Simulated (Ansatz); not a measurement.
Species: C$_{2}$H$_{2}$O, SMILES `C=C=O` (charge 0, multiplicity 1), formula C$_{2}$H$_{2}$O.

Question: How many basis functions does Ansatz (a first-principles code) with frozen-core CCSD(T)/cc-pVTZ // r2SCAN-D4/def2-TZVP use, how many core orbitals are frozen, and how many electrons are correlated?

Answer: 118 basis functions and 3 frozen orbitals, which leaves 16 correlated electrons. Core time is of the order of seconds.
